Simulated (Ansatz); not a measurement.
Input for Ansatz (development build ahead of 0.2.0):

```yaml
crystal:
  periodic: [false, false, false]
  atoms:
    - { symbol: Na, position_ang: [0.0, 0.0, 0.0] }
    - { symbol: Cl, position_ang: [1.25751, 1.67669, 3.63013] }
basis:
  gaussian: { orbitals: STO-3G }
total_charge: -1
magnetization:
  initial_magnetization: 1
hamiltonian:
  xc: hf
correlation:
  method: fci
  frozen_orbitals: { Cl: 5, Na: 1 }
```

The input is written out in the form of the current development build from the run's settings.

Results

* Converged: yes
* Total energy: -614.19310 hartree
* State: lowest doublet root, of any spatial symmetry

Caution: no diffuse functions for an anion.
